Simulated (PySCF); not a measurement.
Atoms are numbered as in `[O:1]=[C:2]([Cl:3])[CH:4]1[CH2:5][CH2:6]1` (H(Xn): hydrogen on atom n). Ha(C5), Ha(C6) are cis to C2 on the ring; Hb(C5), Hb(C6) are trans to C2 on the ring.

Geometry: PBE0-D3(BJ)/def2-SVP; GIAO absolute shieldings from PySCF 2.14.0 with density-fitted response routines, gas phase, non-relativistic, averaged over equivalent atoms.

At PBE0/6-31G* (98 basis functions, 13 s wall time on 1 thread of an Intel Xeon Platinum 8488C, shared host):
```json
{"atoms": "O1", "σ (ppm)": "-189.6"}
{"atoms": "C2", "σ (ppm)": "24.9"}
{"atoms": "C4", "σ (ppm)": "170.9"}
{"atoms": "C5/C6", "σ (ppm)": "182.0"}
{"atoms": "Cl3", "σ (ppm)": "617.1"}
{"atoms": "H(C4)", "σ (ppm)": "30.41"}
{"atoms": "Ha(C5)/Ha(C6)", "σ (ppm)": "30.59"}
{"atoms": "Hb(C5)/Hb(C6)", "σ (ppm)": "30.92"}
```

Predict the values at PBE0/def2-TZVP on the same geometry.

## Answers


| atoms | σ at PBE0/def2-TZVP | change |
| --- | --- | --- |
| O1 | -227.4 | -37.8 |
| C2 | 3.0 | -21.9 |
| C4 | 161.6 | -9.3 |
| C5/C6 | 174.4 | -7.6 |
| Cl3 | 553.8 | -63.3 |
| H(C4) | 29.69 | -0.72 |
| Ha(C5)/Ha(C6) | 30.01 | -0.58 |
| Hb(C5)/Hb(C6) | 30.47 | -0.45 |

The largest change is at Cl3 (chlorine bonded to C). Cost: 222 basis functions, 30 s wall time on 1 thread of an Intel Xeon Platinum 8488C, shared host. The order of the carbon signals is the same at both levels.

Carbons that carry Cl, above all several Cl atoms, come out too deshielded, partly because spin–orbit coupling is missing.
